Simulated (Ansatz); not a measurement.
C3H4O2S can be A, `C=C(O)OC=S`, or B, `C#CS(C)(=O)=O`.

Isolated molecules relaxed with PBE0-D4/def2-TZVP in Ansatz; ΔE leaves out vibrations. CCSD(T)/CBS is the MP2 limit (def2-TZVPP, def2-QZVPP) plus CCSD(T) − MP2 in def2-TZVPP, frozen cores. Functionals use def2-TZVPP. B3LYP here is the variant with VWN-RPA as its local correlation; programs differ in this. One conformer a species, not always the lowest.

(1) Which isomer does CCSD(T)/CBS put lower? Give the gap. (Best estimate.)

(2) Give E(B) − E(A) in kJ/mol with B3LYP, CCSD/def2-TZVPP, PBE0-D4, PBE-D4, r2SCAN-D4, ωB97M-V, CCSD(T)/def2-TZVPP. (Estimate.)

Largest T1 diagnostic: 0.016.

## Answers

(1) Computed: A, by 123.3 kJ/mol.

(2) Computed: B3LYP 159.4, CCSD/def2-TZVPP 149.4, PBE0-D4 149.2, PBE-D4 146.1, r2SCAN-D4 134.4, ωB97M-V 149.1, CCSD(T)/def2-TZVPP 145.9. None reverses the order clearly.

In def2-TZVPP, CCSD(T) changes the Hartree–Fock value by −21.8 kJ/mol (the triples alone add −3.6 kJ/mol) and MP2 by −57.0 kJ/mol. The D4 term adds −5.8 kJ/mol with B3LYP and −2.9 kJ/mol with PBE0; it sums over pairs of atoms, weighted by their polarisabilities, and B3LYP, whose exchange is more repulsive, gets the larger term.
